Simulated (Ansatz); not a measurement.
Reaction (substitution at a C–C bond): `FCCCF` + CH₃OH → `COCCF` + fluoromethane

Program: Ansatz. Geometries: PBE0-D4/def2-TZVP. ΔE: electronic, gas phase. CBS: MP2 limit from def2 TZ/QZ plus the TZ coupled-cluster correction, frozen cores. This one scheme is used for every species. One conformer a species, not always the lowest.

```json
{"species": "`FCCCF`", "HF/def2-QZVPP energy (Eh)": "-316.11660"}
{"species": "CH₃OH", "HF/def2-QZVPP energy (Eh)": "-115.10098"}
{"species": "`COCCF`", "HF/def2-QZVPP energy (Eh)": "-292.09164"}
{"species": "`CF`", "HF/def2-QZVPP energy (Eh)": "-139.10888"}
```

Q: Work out ΔE.

A: ΔE = (-292.09164) + (-139.10888) − (-316.11660) − (-115.10098) = 0.01706 Eh = +44.8 kJ/mol. CCSD(T)/CBS gives +52.0 kJ/mol.

Largest T1 diagnostic among the species: 0.011.

From BLYP to BHLYP (50 % exact exchange), in def2-TZVPP and without D4, ΔE moves by +4.0 kJ/mol. Leaving LDA and LC-ωPBE aside and taking each functional with its dispersion term where it has one, the values, not all of them listed here, spread over 11.5 kJ/mol, from BLYP-D4 to PBE-QIDH.
